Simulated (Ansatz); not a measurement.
**Two structures, one formula**

The two ends of one reaction step of H2OF, doublet (PBE0-D4/def2-TZVP).

A:

H1  (-0.713, 0.322, -0.006)
F2  (-1.301, 1.036, -0.137)
O3  (0.576, -0.880, 0.178)
H4  (1.438, -0.478, -0.035)
(Å)

B:

```xyz
4
angstrom
H -0.4107 -0.7307 -0.3811
F -0.7243 1.2862 0.1521
O 0.2190 -0.5376 0.3229
H 0.9159 -0.0179 -0.0939
```

Computed with Ansatz 0.2.0 (basis: def2-TZVPP); correlated methods freeze the cores; orbitals are unrestricted. B3LYP uses VWN-RPA correlation.

**Question.** Which structure is lower at CCSD(T), and by how much? (Judge from chemistry; the value comes from the calculation.)

**Answer.** The calculation gives: A, by 18.97 kcal/mol (electronic energy, against the other). By their contacts, A is a complex of HF + OH and B is a complex of H₂O + F.

**Question.** Do the other methods give the same order? (A judgement: the text doesn't fix the answer.)

**Answer.** The calculation gives: Not all: SPW92 gives the other order.

```json
{"method": "SPW92", "E(B) − E(A) (kcal/mol)": "-0.12"}
{"method": "PBE-D4", "E(B) − E(A) (kcal/mol)": "4.04"}
{"method": "BLYP-D4", "E(B) − E(A) (kcal/mol)": "4.33"}
{"method": "r2SCAN-D4", "E(B) − E(A) (kcal/mol)": "8.17"}
{"method": "B97M-V", "E(B) − E(A) (kcal/mol)": "8.61"}
{"method": "PBE0-D4", "E(B) − E(A) (kcal/mol)": "11.67"}
{"method": "B3LYP-D4", "E(B) − E(A) (kcal/mol)": "10.21"}
{"method": "r2SCAN0-D4", "E(B) − E(A) (kcal/mol)": "13.97"}
{"method": "BHLYP-D4", "E(B) − E(A) (kcal/mol)": "16.94"}
{"method": "CAM-B3LYP-D4", "E(B) − E(A) (kcal/mol)": "12.52"}
{"method": "wB97X-V", "E(B) − E(A) (kcal/mol)": "12.98"}
{"method": "wB97M-V", "E(B) − E(A) (kcal/mol)": "13.03"}
{"method": "B2PLYP", "E(B) − E(A) (kcal/mol)": "15.19"}
{"method": "PBE-QIDH", "E(B) − E(A) (kcal/mol)": "18.42"}
{"method": "RPA on PBE", "E(B) − E(A) (kcal/mol)": "11.41"}
{"method": "HF", "E(B) − E(A) (kcal/mol)": "21.72"}
{"method": "MP2", "E(B) − E(A) (kcal/mol)": "23.32"}
{"method": "CCSD", "E(B) − E(A) (kcal/mol)": "20.00"}
{"method": "CCSD(T)", "E(B) − E(A) (kcal/mol)": "18.97"}
```

The T1 diagnostic stays at or below 0.033. ⟨S²⟩ of the unrestricted Hartree–Fock references: 0.76 (a pure state has 0.75).

For scale, one of the runs: CCSD(T)/def2-TZVPP, 90 basis functions, launched by `ansatz run in.yaml --threads 2 --pin off --events-out ev --progress --plain --max-ram 4352MiB`. Hardware: 2 CPU threads of an Arm Neoverse V1, shared host. Wall time about 8.5 s.
